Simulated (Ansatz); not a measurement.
C3H4F2O (`C=CC(O)(F)F`), relaxed with RKS PBE0-D4/def2-TZVP in Ansatz from a PBE-D4/def2-SVP geometry. The force threshold is 0.005 eV/Å; the program also tests the step.

Charge 0, multiplicity 1.

Start:

```xyz
10

C    -0.672    0.854    1.195
C    -0.691   -0.223    0.399
C     0.335   -0.508   -0.658
O     1.291    0.457   -0.728
F     0.912   -1.744   -0.422
F    -0.291   -0.659   -1.883
H     0.126    1.607    1.108
H    -1.451    1.013    1.956
H    -1.478   -0.991    0.466
H     1.917    0.194   -1.432
```

```tsv
step	energy (eV)	largest force (eV/Å)	largest move (Å)
1	-10650.1223	0.868	0.000
2	-10650.1683	0.268	0.025
3	-10650.1729	0.049	0.010
4	-10650.1730	0.015	0.002
5	-10650.1731	0.024	0.004
6	-10650.1731	0.002	0.003
```

End:

```xyz
10

C    -0.665    0.844    1.180
C    -0.690   -0.222    0.401
C     0.330   -0.505   -0.651
O     1.282    0.447   -0.724
F     0.901   -1.726   -0.422
F    -0.286   -0.650   -1.863
H     0.119    1.586    1.093
H    -1.431    1.002    1.930
H    -1.465   -0.977    0.471
H     1.905    0.200   -1.417
```

Run time 25 s (4 threads of an Arm Neoverse V1 on a shared host); peak host memory 0.5 GiB.
